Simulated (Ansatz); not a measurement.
Input file:

```yaml
crystal:
  periodic: [false, false, false]
  atoms:
    - {symbol: H, position_ang: [0.000000, 0.000000, -1.122000]}
    - {symbol: H, position_ang: [0.000000, 0.000000, -0.148000]}
    - {symbol: S, position_ang: [0.000000, 0.000000, 1.270000]}
basis:
  gaussian: {orbitals: cc-pVTZ}
magnetization: {spin_polarized: true, initial_magnetization: 2}
correlation: {method: ccsdt_q, electrons: outside_noble_gas}
```

```sh
$ ansatz run in.yaml --threads 1 --pin off --events-out ev --progress --plain --max-ram 2393MiB
```

The program prints:

```
671 factors; integrals over basis functions are off by at most 2.5e-7 eV
mean field evaluation 1: about -10845.4149 eV, gradient 7.2e0 eV
mean field evaluation 2: about -10845.4183 eV, gradient 7.2e0 eV
mean field evaluation 4: about -10846.0579 eV, gradient 1.2e0 eV
mean field evaluation 8: about -10846.0908 eV, gradient 3.9e-3 eV
mean field evaluation 16: about -10846.0875 eV, gradient 2.1e-1 eV
mean field evaluation 32: about -10846.0880 eV, gradient 4.2e-1 eV
mean field evaluation 64: about -10846.0908 eV, gradient 5.8e-4 eV
mean field -10846.09080118 eV, -398.5864851989 hartree, gradient 9.0e-6 eV, S^2 2.040078; 3 other end points of the search recorded, 0 dependent functions left out
determinant -10846.09080118 eV, -398.5864851989 hartree, with singles and doubles -10851.33194437 eV, -398.7790936586 hartree
determinant -10844.27186189 eV, -398.5196404130 hartree, with singles and doubles -10849.51950457 eV, -398.7124877245 hartree
5 core orbitals not correlated: weight in the atoms' cores, before any rotation towards them, 1.000 or more for the frozen orbitals, at most 0.000 for the correlated occupied ones
reference -10846.09080118 eV, -398.5864851989 hartree; 5, 3 occupied and 52, 54 virtual orbitals, 671 factors
second order -4.42932089 eV of doubles, -0.00000000 eV of singles
cycle   1  -4.96973297 eV  change   -5.4e-1 eV  update   6.4e-2
cycle   2  -5.37585767 eV  change   -4.1e-1 eV  update   2.9e-2
cycle   3  -5.41895995 eV  change   -4.3e-2 eV  update   1.2e-2
cycle   4  -5.40862474 eV  change    1.0e-2 eV  update   5.8e-3
cycle   5  -5.41450208 eV  change   -5.9e-3 eV  update   2.5e-3
cycle   6  -5.41629660 eV  change   -1.8e-3 eV  update   1.3e-3
cycle   7  -5.41596264 eV  change    3.3e-4 eV  update   4.1e-4
cycle   8  -5.41643526 eV  change   -4.7e-4 eV  update   1.7e-4
cycle   9  -5.41636073 eV  change    7.5e-5 eV  update   5.8e-5
cycle  10  -5.41625492 eV  change    1.1e-4 eV  update   2.4e-5
cycle  11  -5.41627707 eV  change   -2.2e-5 eV  update   9.7e-6
cycle  12  -5.41629585 eV  change   -1.9e-5 eV  update   4.1e-6
cycle  13  -5.41630205 eV  change   -6.2e-6 eV  update   1.6e-6
cycle  14  -5.41630314 eV  change   -1.1e-6 eV  update   6.6e-7
cycle  15  -5.41630208 eV  change    1.1e-6 eV  update   2.6e-7
cycle  16  -5.41630192 eV  change    1.6e-7 eV  update   1.0e-7
perturbative correction -0.00713787 eV, -0.0002623119 hartree
Total energy: -10851.51424097 eV, -398.7857929350 hartree
```

Ran on 1 thread of Arm Neoverse V1, shared host: 48 s wall, 0.53 GiB peak host memory.
